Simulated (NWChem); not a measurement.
System: Si$_{2}$H$_{6}$ anion, doublet; SMILES of the neutral closed-shell parent [SiH3][SiH3]

Input file for NWChem:

```
start job
memory heap 200 mb stack 700 mb global 900 mb
charge -1
geometry units angstroms noautoz
  Si     0.000229     1.286083     0.000547
  Si     0.000228    -1.286083    -0.000547
  H      0.000401     2.574940    -0.890388
  H      1.182291     1.607576     0.895618
  H     -1.182071     1.607590     0.895291
  H     -1.182072    -1.607589    -0.895290
  H      0.000402    -2.574940     0.890388
  H      1.182290    -1.607577    -0.895619
end
basis spherical
  * library def2-tzvpp
end
dft
  odft
  mult 2
  xc pbe0
  iterations 150
  mulliken
end
task dft energy
```

Sets without diffuse functions describe the anion's extra electron poorly. The geometry was optimised at B3LYP/def2-SVPD, spin-unrestricted. The spin multiplicity was typed, not searched, and may not be the lowest. No stability test was run on the SCF state. The highest occupied level is positive, so the extra electron may be held by the finite basis.

Problem. Predict the main results of this run. (PBE0/def2-TZVPP, spin-unrestricted.) Quantities: basis functions; energy (Ha); highest occupied level (eV); lowest empty minus highest occupied level, either spin (eV); <S²>.

Solution. 
- number of basis functions = 168
- energy (Ha) = -582.32
- highest occupied level (eV) = 0.93
- lowest empty minus highest occupied level, either spin (eV) = 2.54
- <S²> = 0.760
